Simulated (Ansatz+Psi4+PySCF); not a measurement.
Values are calculated unless marked as measured or tabulated.
A run of PySCF 2.14.0 on singlet CH3F at this shape:

```csv
atom,x (Å),y (Å),z (Å)
C,-0.6321,0.0000,0.0000
F,0.7491,0.0000,0.0000
H,-0.9832,-0.3385,0.9726
H,-0.9832,1.0115,-0.1932
H,-0.9832,-0.6731,-0.7794
```

Its results:

```
Converged                       : yes
Reference energy                : -139.09453 hartree
Correlation energy              : -0.43403 hartree
Total energy                    : -139.52856 hartree
Spin squared of the determinant : 0.000
```

(1) Which input gives this output? Name the method, the orbitals and the basis set, and write the input.

Answers

(1) RHF-MP2 in cc-pVTZ. An unrestricted run that stays on the closed shell gives the same numbers.

```python
from pyscf import gto, scf, mp

mol = gto.M(atom="""
C -0.632070 0.000000 0.000000
F 0.749120 0.000000 0.000000
H -0.983180 -0.338490 0.972620
H -0.983220 1.011550 -0.193170
H -0.983200 -0.673080 -0.779440
""", basis='cc-pvtz', charge=0, spin=0)
mf = scf.RHF(mol)
mf.kernel()
pt = mp.MP2(mf, frozen=2).run()
print(mf.e_tot, pt.e_corr, pt.e_tot)
```
